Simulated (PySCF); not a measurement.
Process, species as SMILES: P#P (P2) + 3 [H][H] (H2) → 2 P (PH3)
B3LYP-D3(BJ)/def2-TZVP geometries, fixed; electronic energies without zero-point terms.

Effect of the grid level at r2SCAN/aug-cc-pV(T+d)Z with PySCF, against the last row, where the energy of full hydrogenation is -45.03 kcal/mol. Cost is core time over that of grids.level: 1, rough, on shared machines of one kind.

| setting | grid points, largest species | largest shift of a total energy (mEh) | shift of the energy of full hydrogenation (kcal/mol) | cost |
|---|---|---|---|---|
| grids.level: 0 | 3488 | -64.657 | -2.386 | 0.7× |
| grids.level: 1 | 13832 | -0.374 | 0.029 | 1× |
| grids.level: 2 | 28048 | 0.122 | 0.007 | 1× |
| grids.level: 3 | 48608 | 0.059 | -0.001 | 2× |
| grids.level: 4 | 76200 | -0.016 | 0.000 | 3× |
| grids.level: 5 | 114208 | 0.004 | 0.000 | 4× |
| grids.level: 7 | 237680 | 0.000 | 0.000 | 7× |

Within 0.1 kcal/mol in the energy of full hydrogenation: grids.level: 1; grids.level: 2; grids.level: 3; grids.level: 4; grids.level: 5. The largest shift is 64.657 mEh in a total energy and 2.386 kcal/mol in the difference.
